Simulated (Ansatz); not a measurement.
Nb (model structure, started from the diamond type, Fd-3m, No. 227, 2 atoms in the cell)

These are PBEsol (PAW; Ansatz, a first-principles code) values and carry that method's errors.

Numerical settings: plane-wave cutoff 500 eV, 22×22×22 k mesh, Fermi–Dirac smearing 0.1 eV, no spin polarisation, scalar-relativistic PAW data made under PBE.

Cell (relaxed at this level):

```cif
data_Nb2
_chemical_formula_sum 'Nb2'
_space_group_name_H-M_alt 'P 1'
_space_group_IT_number 1
_cell_length_a 4.11060
_cell_length_b 4.11060
_cell_length_c 4.11060
_cell_angle_alpha 60.000
_cell_angle_beta 60.000
_cell_angle_gamma 60.000
loop_
_space_group_symop_operation_xyz
  'x, y, z'
loop_
_atom_site_label
_atom_site_type_symbol
_atom_site_fract_x
_atom_site_fract_y
_atom_site_fract_z
_atom_site_occupancy
Nb1 Nb 0.75000 0.75000 0.75000 1
Nb2 Nb 0.50000 0.50000 0.50000 1
```

* **band gap**: none

Note: the relaxation could raise the start's symmetry but not lower it, so the cell can be a saddle point.

Spin–orbit coupling is not included.

Static lattice: no zero-point or thermal effects.

A model structure was made by putting elements into a prototype or built by hand; it is no filed structure, need not be a known phase, and can be a saddle point held by its symmetry.
